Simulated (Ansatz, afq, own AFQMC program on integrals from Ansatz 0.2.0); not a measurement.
## Where AFQMC and coupled cluster stand for NH3⁺, doublet

```yaml
atoms:
  - { symbol: N, position_ang: [0.0000, 0.0000, 0.0000] }
  - { symbol: H, position_ang: [2.0286, 0.0272, -0.0001] }
  - { symbol: H, position_ang: [-1.0379, 1.7432, -0.0055] }
  - { symbol: H, position_ang: [-0.9907, -1.7704, 0.0056] }
```

Basis 6-31G. Noble-gas cores (and the filled d shells of Ga–Kr and In–Xe) are frozen. Ansatz 0.2.0 and our own AFQMC program on the same integrals; the CISD trial comes from CCSD amplitudes, and released means the phaseless constraint is let go. Uncertainties: one standard error, sampling alone.

Determinant: ROHF, the one that the program's search chose, which needn't be the lowest solution. The geometry is a point of a scan.

Full CI on the same integrals is exact in this basis and with this determinant's frozen core.

Cautions: a spin-contaminated unrestricted determinant lies lower (UHF 3.12 eV lower, ⟨S²⟩ 2.41); strong correlation (T1 0.078, weight of the determinant 0.70, largest double 0.22); (T) is large, 6 % of the CCSD correlation; the released energies are still falling, so no released level is given (meV from the phaseless value at times in 1/Eh: -29 ± 9 at 0.24, -46 ± 8 at 0.51, -87 ± 10 at 0.99, -108 ± 11 at 1.62, -114 ± 12 at 2.40).

- T1 diagnostic: 0.0778
- weight of the determinant in the CISD state: 0.703
- size of the correlated space: 7 electrons in 14 orbitals

Reference: full CI, correlation energy -6.218 eV. The cautions show a poor starting determinant, so the rows tell how each method copes with it here, and full CI is the sure value.

| level | E − E(reference) (mEh) | share of correlation (%) |
| --- | --- | --- |
| HF | 228.50 | 0.00 |
| MP2 | 56.14 | 75.43 |
| CCSD | 13.64 | 94.03 |
| CCSD(T) | 0.50 | 99.78 |
| CCSDT | 0.29 | 99.87 |
| CCSDT(Q) | -0.77 | 100.34 |
| CCSDTQ | 0.20 | 99.91 |
| ph-AFQMC/CISD | 5.79 ± 0.26 | 97.47 |

CCSDT and higher add their correlation energy to the determinant of the CCSD(T) run, since their own runs factorise the integrals more tightly (a shift of under 2 meV). A walk keeps the symmetry of its determinant, which the program's search chose and which needn't be the lowest solution, so a lower state of the same spin and another symmetry isn't excluded.
